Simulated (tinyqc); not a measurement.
Worked calculation (part 1 of 2): RHF in the sto-3g basis, for OH-, spin multiplicity 1. The basis has no diffuse functions, so it cannot describe the extra electron: this is an exercise in the method, not the real anion. Computed by tinyqc, a small Python program that keeps every step (integrals from PySCF). Settings: charge = -1, multiplicity = 1, basis = sto-3g, energy threshold = 1e-10, iteration cap = 65, orthogonalisation = symmetric, start = core, DIIS depth = 3, method = RHF. Command: `OMP_NUM_THREADS=1 python tinyqc.py 21703 21704 out.jsonl` (the two numbers bound the seeds that draw the settings). One thread of a shared host (Intel(R) Xeon(R) Processor @ 2.60GHz), about 0.06 s of CPU time with the checks. Later iterations appear only in the table of the cycle.

## One-electron integrals

Geometry (angstrom):
```
atom       x       y       z
O     0.0000  0.0000  0.0000
H     0.0000  0.0000  1.2610
```

Basis sto-3g: exponents (1/bohr^2) and contraction coefficients of normalised primitives:
```
element  l (shell)  exponent  coefficient
O            s (1)  130.7093       0.1543
O            s (1)   23.8089       0.5353
O            s (1)    6.4436       0.4446
O            s (2)    5.0332      -0.1000
O            s (2)    1.1696       0.3995
O            s (2)    0.3804       0.7001
O            p (3)    5.0332       0.1559
O            p (3)    1.1696       0.6077
O            p (3)    0.3804       0.3920
H            s (1)    3.4253       0.1543
H            s (1)    0.6239       0.5353
H            s (1)    0.1689       0.4446
```

Overlap, kinetic and nuclear-attraction integrals over the contracted functions; the nuclear repulsion is the sum of Za Zb / Rab.

nuclear repulsion = 3.357191 hartree

overlap S, lower triangle:
```
         1O 1s   1O 2s  1O 2px  1O 2py  1O 2pz   2H 1s
1O 1s   1.0000
1O 2s   0.2367  1.0000
1O 2px  0.0000  0.0000  1.0000
1O 2py  0.0000  0.0000  0.0000  1.0000
1O 2pz  0.0000  0.0000  0.0000  0.0000  1.0000
2H 1s   0.0263  0.2997  0.0000  0.0000  0.2793  1.0000
```

kinetic energy T (hartree), lower triangle:
```
          1O 1s   1O 2s  1O 2px  1O 2py  1O 2pz   2H 1s
1O 1s   29.0032
1O 2s   -0.1680  0.8081
1O 2px   0.0000  0.0000  2.5287
1O 2py   0.0000  0.0000  0.0000  2.5287
1O 2pz   0.0000  0.0000  0.0000  0.0000  2.5287
2H 1s   -0.0083  0.0270  0.0000  0.0000  0.1064  0.7600
```

nuclear attraction V (hartree), lower triangle:
```
           1O 1s    1O 2s   1O 2px   1O 2py   1O 2pz    2H 1s
1O 1s   -61.0381
1O 2s    -7.2824  -9.4709
1O 2px    0.0000   0.0000  -9.3772
1O 2py    0.0000   0.0000   0.0000  -9.3772
1O 2pz   -0.0089  -0.1115   0.0000   0.0000  -9.4402
2H 1s    -0.8275  -2.0768   0.0000   0.0000  -1.7018  -4.5471
```

core Hamiltonian H = T + V (hartree), lower triangle:
```
           1O 1s    1O 2s   1O 2px   1O 2py   1O 2pz    2H 1s
1O 1s   -32.0349
1O 2s    -7.4504  -8.6628
1O 2px    0.0000   0.0000  -6.8485
1O 2py    0.0000   0.0000   0.0000  -6.8485
1O 2pz   -0.0089  -0.1115   0.0000   0.0000  -6.9115
2H 1s    -0.8357  -2.0499   0.0000   0.0000  -1.5954  -3.7871
```

## Two-electron integrals

Functions are numbered as in S; the eight-fold symmetry (ij|kl) = (ji|kl) = (kl|ij) leaves the list below.

Two-electron integrals (ij|kl) in chemists' order, unique and non-zero (hartree):
```
(11|11) 4.7851   (21|11) 0.7414   (21|21) 0.1369   (22|11) 1.1189
(22|21) 0.2566   (22|22) 0.8172   (31|31) 0.0245   (32|31) 0.0378
(32|32) 0.1805   (33|11) 1.1158   (33|21) 0.2567   (33|22) 0.8170
(33|33) 0.8802   (41|41) 0.0245   (42|41) 0.0378   (42|42) 0.1805
(43|43) 0.0474   (44|11) 1.1158   (44|21) 0.2567   (44|22) 0.8170
(44|33) 0.7853   (44|44) 0.8802   (51|51) 0.0245   (52|51) 0.0378
(52|52) 0.1805   (53|53) 0.0474   (54|54) 0.0474   (55|11) 1.1158
(55|21) 0.2567   (55|22) 0.8170   (55|33) 0.7853   (55|44) 0.7853
(55|55) 0.8802   (61|11) 0.0833   (61|21) 0.0153   (61|22) 0.0285
(61|33) 0.0284   (61|44) 0.0284   (61|51) 0.0007   (61|52) 0.0013
(61|55) 0.0286   (61|61) 0.0017   (62|11) 0.2322   (62|21) 0.0541
(62|22) 0.1944   (62|33) 0.1909   (62|44) 0.1909   (62|51) 0.0040
(62|52) 0.0327   (62|55) 0.2012   (62|61) 0.0062   (62|62) 0.0606
(63|31) 0.0053   (63|32) 0.0321   (63|53) 0.0065   (63|63) 0.0080
(64|41) 0.0053   (64|42) 0.0321   (64|54) 0.0065   (64|64) 0.0080
(65|11) 0.1801   (65|21) 0.0424   (65|22) 0.1629   (65|33) 0.1558
(65|44) 0.1558   (65|51) 0.0080   (65|52) 0.0576   (65|55) 0.1770
(65|61) 0.0050   (65|62) 0.0619   (65|65) 0.0705   (66|11) 0.4149
(66|21) 0.0981   (66|22) 0.4067   (66|33) 0.3919   (66|44) 0.3919
(66|51) 0.0083   (66|52) 0.0956   (66|55) 0.4359   (66|61) 0.0112
(66|62) 0.1706   (66|65) 0.1990   (66|66) 0.7746
```

## Orthogonalisation

S = U s U^T; symmetric (Loewdin) form X = U s^(-1/2) U^T, so that X^T S X = 1.

eigenvalues of S: 0.5602  0.8424  1.0000  1.0000  1.1370  1.4605

X, lower triangle:
```
          1O 1s    1O 2s  1O 2px  1O 2py   1O 2pz   2H 1s
1O 1s    1.0225
1O 2s   -0.1273   1.0624
1O 2px   0.0000   0.0000  1.0000
1O 2py   0.0000   0.0000  0.0000  1.0000
1O 2pz  -0.0042   0.0368  0.0000  0.0000   1.0335
2H 1s    0.0164  -0.1717  0.0000  0.0000  -0.1567  1.0726
```

## Starting guess

The start is the orbitals of the core Hamiltonian; D = 2 C_occ C_occ^T.

D at the start, lower triangle:
```
          1O 1s    1O 2s  1O 2px  1O 2py   1O 2pz   2H 1s
1O 1s    2.1225
1O 2s   -0.5232   2.2334
1O 2px   0.0000   0.0000  2.0000
1O 2py   0.0000   0.0000  0.0000  2.0000
1O 2pz  -0.0211   0.1170  0.0000  0.0000   2.1160
2H 1s    0.0527  -0.2211  0.0000  0.0000  -0.2609  0.0514
```

## Iteration 1: building the Fock matrix

J_ij = sum D_kl (ij|kl), K_ij = sum D_kl (ik|jl); F = H + J - 0.5 K; E = tr D H + tr D J / 2 - 0.25 tr D K + E_nn.

Coulomb J (hartree), lower triangle:
```
          1O 1s   1O 2s  1O 2px  1O 2py  1O 2pz   2H 1s
1O 1s   18.5373
1O 2s    3.5340  8.7813
1O 2px   0.0000  0.0000  8.7743
1O 2py   0.0000  0.0000  0.0000  8.7743
1O 2pz   0.0023  0.0011  0.0000  0.0000  8.7720
2H 1s    0.3944  2.0174  0.0000  0.0000  1.6592  4.0601
```

exchange K (hartree), lower triangle:
```
         1O 1s   1O 2s  1O 2px  1O 2py  1O 2pz   2H 1s
1O 1s   9.8377
1O 2s   1.7146  2.8569
1O 2px  0.0000  0.0000  2.3545
1O 2py  0.0000  0.0000  0.0000  2.3545
1O 2pz  0.0009  0.0053  0.0000  0.0000  2.3544
2H 1s   0.2037  0.5653  0.0000  0.0000  0.3458  0.1899
```

Fock matrix F (hartree), lower triangle:
```
           1O 1s    1O 2s  1O 2px  1O 2py   1O 2pz   2H 1s
1O 1s   -18.4165
1O 2s    -4.7737  -1.3099
1O 2px    0.0000   0.0000  0.7486
1O 2py    0.0000   0.0000  0.0000  0.7486
1O 2pz   -0.0071  -0.1130  0.0000  0.0000   0.6834
2H 1s    -0.5432  -0.3151  0.0000  0.0000  -0.1091  0.1780
```

total energy of this density = -72.937530 hartree

## Iteration 1: diagonalisation and new density

Diagonalise F' = X^T F X, C = X C', fill 5 alpha and 5 beta electrons from the bottom; D = 2 C_occ C_occ^T. Each column has its largest component positive (the first on a tie).

F' = X^T F X (hartree), lower triangle:
```
          1        2       3       4        5       6
1  -18.0503
2   -2.6041  -0.3955
3    0.0000   0.0000  0.7486
4    0.0000   0.0000  0.0000  0.7486
5   -0.0142  -0.0467  0.0000  0.0000   0.7633
6   -0.0386  -0.2274  0.0000  0.0000  -0.2575  0.3325
```

orbital energies (hartree): MO1 -18.4267, MO2 -0.1520, MO3 0.3417, MO4 0.7486, MO5 0.7486, MO6 0.8870

coefficients C:
```
            MO1      MO2      MO3     MO4      MO5      MO6
1O 1s    0.9939  -0.2283   0.1463  0.0000   0.0000  -0.0275
1O 2s    0.0253   0.8412  -0.6607  0.0000   0.0000   0.1762
1O 2px   0.0000   0.0000   0.0000  0.0142   0.9999   0.0000
1O 2py   0.0000   0.0000   0.0000  0.9999  -0.0142   0.0000
1O 2pz   0.0017   0.1392   0.2848  0.0000   0.0000   0.9968
2H 1s   -0.0044   0.3420   0.8356  0.0000   0.0000  -0.6241
```

D after iteration 1, lower triangle:
```
          1O 1s    1O 2s  1O 2px  1O 2py  1O 2pz   2H 1s
1O 1s    2.1226
1O 2s   -0.5272   2.2895
1O 2px   0.0000   0.0000  2.0000
1O 2py   0.0000   0.0000  0.0000  2.0000
1O 2pz   0.0231  -0.1421  0.0000  0.0000  0.2009
2H 1s    0.0795  -0.5291  0.0000  0.0000  0.5711  1.6305
```

Within a degenerate level the vectors are fixed only up to a rotation; this is one choice.

## Iteration 2: building the Fock matrix

As before.

Coulomb J (hartree), lower triangle:
```
          1O 1s   1O 2s  1O 2px  1O 2py  1O 2pz   2H 1s
1O 1s   17.2739
1O 2s    3.2488  8.0558
1O 2px   0.0000  0.0000  8.0765
1O 2py   0.0000  0.0000  0.0000  8.0765
1O 2pz   0.0089  0.1376  0.0000  0.0000  7.9907
2H 1s    0.3629  1.9614  0.0000  0.0000  1.6937  4.6485
```

exchange K (hartree), lower triangle:
```
         1O 1s   1O 2s  1O 2px  1O 2py  1O 2pz   2H 1s
1O 1s   9.7918
1O 2s   1.6470  2.5884
1O 2px  0.0000  0.0000  2.2776
1O 2py  0.0000  0.0000  0.0000  2.2776
1O 2pz  0.0048  0.0139  0.0000  0.0000  1.0494
2H 1s   0.1942  0.6760  0.0000  0.0000  0.6308  1.4765
```

Fock matrix F (hartree), lower triangle:
```
           1O 1s    1O 2s  1O 2px  1O 2py   1O 2pz   2H 1s
1O 1s   -19.6569
1O 2s    -5.0251  -1.9012
1O 2px    0.0000   0.0000  0.0892
1O 2py    0.0000   0.0000  0.0000  0.0892
1O 2pz   -0.0025   0.0191  0.0000  0.0000   0.5545
2H 1s    -0.5700  -0.4265  0.0000  0.0000  -0.2171  0.1232
```

total energy of this density = -73.986262 hartree

## Iteration 2: DIIS over 2 matrices

error matrix X^T (FDS - SDF) X:
```
         1        2       3       4        5        6
1   0.0000  -0.0017  0.0000  0.0000   0.0060  -0.0009
2   0.0017   0.0000  0.0000  0.0000  -0.2238   0.0950
3   0.0000   0.0000  0.0000  0.0000   0.0000   0.0000
4   0.0000   0.0000  0.0000  0.0000   0.0000   0.0000
5  -0.0060   0.2238  0.0000  0.0000   0.0000  -0.2167
6   0.0009  -0.0950  0.0000  0.0000   0.2167   0.0000
```

B (overlaps of the stored error matrices):
```
                1               2
1   8.7978219e-01  -1.7076538e-01
2  -1.7076538e-01   2.1221322e-01
```

Minimise |sum c_i e_i|^2 with sum c_i = 1: solve [B -1; -1 0][c; lambda] = [0; -1] with B_ij = tr e_i^T e_j, and take F = sum c_i F_i.

DIIS coefficients: 0.2672  0.7328

extrapolated F (hartree), lower triangle:
```
           1O 1s    1O 2s  1O 2px  1O 2py   1O 2pz   2H 1s
1O 1s   -19.3255
1O 2s    -4.9580  -1.7432
1O 2px    0.0000   0.0000  0.2654
1O 2py    0.0000   0.0000  0.0000  0.2654
1O 2pz   -0.0037  -0.0162  0.0000  0.0000   0.5889
2H 1s    -0.5628  -0.3967  0.0000  0.0000  -0.1882  0.1378
```

## Iteration 2: diagonalisation and new density

As before.

F' = X^T F X (hartree), lower triangle:
```
          1        2       3       4        5       6
1  -18.9601
2   -2.6307  -0.8133
3    0.0000   0.0000  0.2654
4    0.0000   0.0000  0.0000  0.2654
5   -0.0239   0.0671  0.0000  0.0000   0.6949
6   -0.0395  -0.2604  0.0000  0.0000  -0.3455  0.3331
```

orbital energies (hartree): MO1 -19.3341, MO2 -0.5156, MO3 0.1730, MO4 0.2654, MO5 0.2654, MO6 0.9312

coefficients C:
```
            MO1      MO2      MO3      MO4     MO5      MO6
1O 1s    0.9945  -0.2542   0.0777   0.0000  0.0000  -0.0491
1O 2s    0.0228   0.9718  -0.3944   0.0000  0.0000   0.2746
1O 2px   0.0000   0.0000   0.0000  -0.0471  0.9989   0.0000
1O 2py   0.0000   0.0000   0.0000   0.9989  0.0471   0.0000
1O 2pz   0.0012   0.0193   0.4422   0.0000  0.0000   0.9477
2H 1s   -0.0039   0.1479   0.8034   0.0000  0.0000  -0.7330
```

D after iteration 2, lower triangle:
```
          1O 1s    1O 2s  1O 2px  1O 2py  1O 2pz   2H 1s
1O 1s    2.1193
1O 2s   -0.5099   2.2008
1O 2px   0.0000   0.0000  2.0000
1O 2py   0.0000   0.0000  0.0000  2.0000
1O 2pz   0.0613  -0.3112  0.0000  0.0000  0.3919
2H 1s    0.0419  -0.3465  0.0000  0.0000  0.7163  1.3348
```

Within a degenerate level the vectors are fixed only up to a rotation; this is one choice.

## Iteration 3: building the Fock matrix

As before.

Coulomb J (hartree), lower triangle:
```
          1O 1s   1O 2s  1O 2px  1O 2py  1O 2pz   2H 1s
1O 1s   17.4056
1O 2s    3.2792  8.1404
1O 2px   0.0000  0.0000  8.1561
1O 2py   0.0000  0.0000  0.0000  8.1561
1O 2pz  -0.0007  0.0797  0.0000  0.0000  8.0853
2H 1s    0.3659  1.9621  0.0000  0.0000  1.6789  4.5562
```

exchange K (hartree), lower triangle:
```
         1O 1s    1O 2s  1O 2px  1O 2py  1O 2pz   2H 1s
1O 1s   9.7931
1O 2s   1.6554   2.6173
1O 2px  0.0000   0.0000  2.2827
1O 2py  0.0000   0.0000  0.0000  2.2827
1O 2pz  0.0036  -0.0903  0.0000  0.0000  1.2537
2H 1s   0.1960   0.6936  0.0000  0.0000  0.6623  1.3544
```

Fock matrix F (hartree), lower triangle:
```
           1O 1s    1O 2s  1O 2px  1O 2py   1O 2pz   2H 1s
1O 1s   -19.5258
1O 2s    -4.9989  -1.8310
1O 2px    0.0000   0.0000  0.1663
1O 2py    0.0000   0.0000  0.0000  0.1663
1O 2pz   -0.0115   0.0133  0.0000  0.0000   0.5470
2H 1s    -0.5678  -0.4346  0.0000  0.0000  -0.2477  0.0919
```

total energy of this density = -74.043600 hartree

## Iteration 3: DIIS over 3 matrices

error matrix X^T (FDS - SDF) X:
```
         1        2       3       4        5        6
1   0.0000   0.0013  0.0000  0.0000   0.0161  -0.0093
2  -0.0013   0.0000  0.0000  0.0000  -0.0651   0.0338
3   0.0000   0.0000  0.0000  0.0000   0.0000   0.0000
4   0.0000   0.0000  0.0000  0.0000   0.0000   0.0000
5  -0.0161   0.0651  0.0000  0.0000   0.0000  -0.0507
6   0.0093  -0.0338  0.0000  0.0000   0.0507   0.0000
```

B (overlaps of the stored error matrices), lower triangle:
```
                1              2              3
1   8.7978219e-01
2  -1.7076538e-01  2.1221322e-01
3  -2.9192419e-02  5.7727424e-02  1.6587979e-02
```

As before.

DIIS coefficients: -0.0311  -0.4131  1.4442

extrapolated F (hartree), lower triangle:
```
           1O 1s    1O 2s  1O 2px  1O 2py   1O 2pz   2H 1s
1O 1s   -19.5062
1O 2s    -4.9951  -1.8183
1O 2px    0.0000   0.0000  0.1800
1O 2py    0.0000   0.0000  0.0000  0.1800
1O 2pz   -0.0153   0.0149  0.0000  0.0000   0.5396
2H 1s    -0.5676  -0.4416  0.0000  0.0000  -0.2646  0.0762
```

## Iteration 3: diagonalisation and new density

As before.

F' = X^T F X (hartree), lower triangle:
```
          1        2       3       4        5       6
1  -19.1404
2   -2.6395  -0.8732
3    0.0000   0.0000  0.1800
4    0.0000   0.0000  0.0000  0.1800
5   -0.0417   0.1182  0.0000  0.0000   0.6683
6   -0.0347  -0.2986  0.0000  0.0000  -0.4221  0.3028
```

orbital energies (hartree): MO1 -19.5144, MO2 -0.5939, MO3 0.0732, MO4 0.1800, MO5 0.1800, MO6 0.9927

coefficients C:
```
            MO1      MO2      MO3      MO4     MO5      MO6
1O 1s    0.9946  -0.2520   0.0762   0.0000  0.0000  -0.0592
1O 2s    0.0223   0.9623  -0.3865   0.0000  0.0000   0.3161
1O 2px   0.0000   0.0000   0.0000  -0.2092  0.9779   0.0000
1O 2py   0.0000   0.0000   0.0000   0.9779  0.2092   0.0000
1O 2pz   0.0017  -0.0012   0.4846   0.0000  0.0000   0.9269
2H 1s   -0.0039   0.1708   0.7687   0.0000  0.0000  -0.7646
```

D after iteration 3, lower triangle:
```
          1O 1s    1O 2s  1O 2px  1O 2py  1O 2pz   2H 1s
1O 1s    2.1171
1O 2s   -0.4995   2.1517
1O 2px   0.0000   0.0000  2.0000
1O 2py   0.0000   0.0000  0.0000  2.0000
1O 2pz   0.0779  -0.3768  0.0000  0.0000  0.4696
2H 1s    0.0234  -0.2656  0.0000  0.0000  0.7445  1.2401
```

Within a degenerate level the vectors are fixed only up to a rotation; this is one choice.

## Iteration 4: building the Fock matrix

As before.

Coulomb J (hartree), lower triangle:
```
          1O 1s   1O 2s  1O 2px  1O 2py  1O 2pz   2H 1s
1O 1s   17.4479
1O 2s    3.2891  8.1678
1O 2px   0.0000  0.0000  8.1815
1O 2py   0.0000  0.0000  0.0000  8.1815
1O 2pz  -0.0046  0.0568  0.0000  0.0000  8.1168
2H 1s    0.3669  1.9616  0.0000  0.0000  1.6728  4.5241
```

exchange K (hartree), lower triangle:
```
         1O 1s    1O 2s  1O 2px  1O 2py  1O 2pz   2H 1s
1O 1s   9.7926
1O 2s   1.6589   2.6219
1O 2px  0.0000   0.0000  2.2829
1O 2py  0.0000   0.0000  0.0000  2.2829
1O 2pz  0.0040  -0.1344  0.0000  0.0000  1.3263
2H 1s   0.1963   0.7014  0.0000  0.0000  0.6661  1.3142
```

Fock matrix F (hartree), lower triangle:
```
           1O 1s    1O 2s  1O 2px  1O 2py   1O 2pz   2H 1s
1O 1s   -19.4833
1O 2s    -4.9908  -1.8059
1O 2px    0.0000   0.0000  0.1916
1O 2py    0.0000   0.0000  0.0000  0.1916
1O 2pz   -0.0155   0.0124  0.0000  0.0000   0.5421
2H 1s    -0.5670  -0.4390  0.0000  0.0000  -0.2556  0.0799
```

total energy of this density = -74.047971 hartree

## Iteration 4: DIIS over 3 matrices

error matrix X^T (FDS - SDF) X:
```
         1        2       3       4        5        6
1   0.0000   0.0003  0.0000  0.0000   0.0011  -0.0009
2  -0.0003   0.0000  0.0000  0.0000   0.0007   0.0006
3   0.0000   0.0000  0.0000  0.0000   0.0000   0.0000
4   0.0000   0.0000  0.0000  0.0000   0.0000   0.0000
5  -0.0011  -0.0007  0.0000  0.0000   0.0000   0.0051
6   0.0009  -0.0006  0.0000  0.0000  -0.0051   0.0000
```

B (overlaps of the stored error matrices), lower triangle:
```
                1               2              3
1   2.1221322e-01
2   5.7727424e-02   1.6587979e-02
3  -2.4101937e-03  -5.1946933e-04  5.7577720e-05
```

As before.

DIIS coefficients: 0.0563  -0.1606  1.1043

extrapolated F (hartree), lower triangle:
```
           1O 1s    1O 2s  1O 2px  1O 2py   1O 2pz   2H 1s
1O 1s   -19.4863
1O 2s    -4.9914  -1.8072
1O 2px    0.0000   0.0000  0.1899
1O 2py    0.0000   0.0000  0.0000  0.1899
1O 2pz   -0.0154   0.0127  0.0000  0.0000   0.5421
2H 1s    -0.5670  -0.4390  0.0000  0.0000  -0.2547  0.0804
```

## Iteration 4: diagonalisation and new density

As before.

F' = X^T F X (hartree), lower triangle:
```
          1        2       3       4        5       6
1  -19.1203
2   -2.6395  -0.8625
3    0.0000   0.0000  0.1899
4    0.0000   0.0000  0.0000  0.1899
5   -0.0415   0.1142  0.0000  0.0000   0.6676
6   -0.0345  -0.2973  0.0000  0.0000  -0.4115  0.3035
```

orbital energies (hartree): MO1 -19.4946, MO2 -0.5832, MO3 0.0844, MO4 0.1899, MO5 0.1899, MO6 0.9817

coefficients C:
```
            MO1      MO2      MO3      MO4     MO5      MO6
1O 1s    0.9946  -0.2518   0.0771   0.0000  0.0000  -0.0591
1O 2s    0.0224   0.9611  -0.3902   0.0000  0.0000   0.3153
1O 2px   0.0000   0.0000   0.0000   0.9827  0.1854   0.0000
1O 2py   0.0000   0.0000   0.0000  -0.1854  0.9827   0.0000
1O 2pz   0.0018  -0.0001   0.4819   0.0000  0.0000   0.9283
2H 1s   -0.0039   0.1733   0.7704   0.0000  0.0000  -0.7624
```

D after iteration 4, lower triangle:
```
          1O 1s    1O 2s  1O 2px  1O 2py  1O 2pz   2H 1s
1O 1s    2.1171
1O 2s   -0.4996   2.1527
1O 2px   0.0000   0.0000  2.0000
1O 2py   0.0000   0.0000  0.0000  2.0000
1O 2pz   0.0779  -0.3762  0.0000  0.0000  0.4645
2H 1s    0.0238  -0.2682  0.0000  0.0000  0.7424  1.2470
```

Within a degenerate level the vectors are fixed only up to a rotation; this is one choice.

## Iteration 7 (converged): orbitals

converged F (hartree), lower triangle:
```
           1O 1s    1O 2s  1O 2px  1O 2py   1O 2pz   2H 1s
1O 1s   -19.4871
1O 2s    -4.9915  -1.8078
1O 2px    0.0000   0.0000  0.1895
1O 2py    0.0000   0.0000  0.0000  0.1895
1O 2pz   -0.0155   0.0129  0.0000  0.0000   0.5421
2H 1s    -0.5671  -0.4390  0.0000  0.0000  -0.2551  0.0800
```

As before.

F' = X^T F X (hartree), lower triangle:
```
          1        2       3       4        5       6
1  -19.1212
2   -2.6395  -0.8631
3    0.0000   0.0000  0.1895
4    0.0000   0.0000  0.0000  0.1895
5   -0.0416   0.1145  0.0000  0.0000   0.6677
6   -0.0345  -0.2972  0.0000  0.0000  -0.4119  0.3033
```

orbital energies (hartree): MO1 -19.4954, MO2 -0.5838, MO3 0.0838, MO4 0.1895, MO5 0.1895, MO6 0.9822

coefficients C:
```
            MO1      MO2      MO3      MO4     MO5      MO6
1O 1s    0.9946  -0.2518   0.0770   0.0000  0.0000  -0.0591
1O 2s    0.0224   0.9612  -0.3898   0.0000  0.0000   0.3154
1O 2px   0.0000   0.0000   0.0000   0.9471  0.3211   0.0000
1O 2py   0.0000   0.0000   0.0000  -0.3211  0.9471   0.0000
1O 2pz   0.0018  -0.0004   0.4819   0.0000  0.0000   0.9283
2H 1s   -0.0039   0.1731   0.7705   0.0000  0.0000  -0.7623
```

D after iteration 7, lower triangle:
```
          1O 1s    1O 2s  1O 2px  1O 2py  1O 2pz   2H 1s
1O 1s    2.1171
1O 2s   -0.4996   2.1527
1O 2px   0.0000   0.0000  2.0000
1O 2py   0.0000   0.0000  0.0000  2.0000
1O 2pz   0.0779  -0.3763  0.0000  0.0000  0.4644
2H 1s    0.0238  -0.2682  0.0000  0.0000  0.7424  1.2472
```

Within a degenerate level the vectors are fixed only up to a rotation; this is one choice.
